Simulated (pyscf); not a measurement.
Optimised with ωB97X-D3(BJ)/def2-SVP in PySCF.

SMILES: C=CC(C)O
```xyz
13

C     -1.6682    -0.3644    -2.5289
C     -0.9201    -0.9557    -1.5973
C     -0.7483    -0.4354    -0.1859
C      0.7245    -0.4287     0.2286
O     -1.3411     0.8324    -0.0003
H     -2.2316     0.5453    -2.2986
H     -1.7561    -0.7767    -3.5384
H     -0.3790    -1.8809    -1.8339
H     -1.2982    -1.1116     0.4934
H      0.8244    -0.0581     1.2596
H      1.3082     0.2286    -0.4387
H      1.1620    -1.4380     0.1721
H     -0.8732     1.4527    -0.5739
```
Charge 0, spin multiplicity 1.

Question: How much does it cost (ΔH, 298 K, ωB97M-D3(BJ)/def2-TZVP) to split H₂C=CH–CH(CH₃)–OH (SMILES C=CC(C)O) at its C–O bond into •H₂C–CH=CH–CH₃ + OH•?

Answer: C–O to •H₂C–CH=CH–CH₃ + OH•: 3.42 eV. The 7 functionals that were run give +3.09 (r²SCAN) to +3.55 eV (M06-2X). The radicals are drawn with the spin at the cut bond; how far it spreads was not checked. H₂C=CH–CH(CH₃)–OH lies 0.81 eV over its isomer H₃C–CH₂–C(CH₃)=O, and others may lie lower still (electronic energy, ωB97M-D3(BJ)). Other isomers of •H₂C–CH=CH–CH₃ were not searched in full and may lie lower. Left out: the spin-orbit lowering of OH.
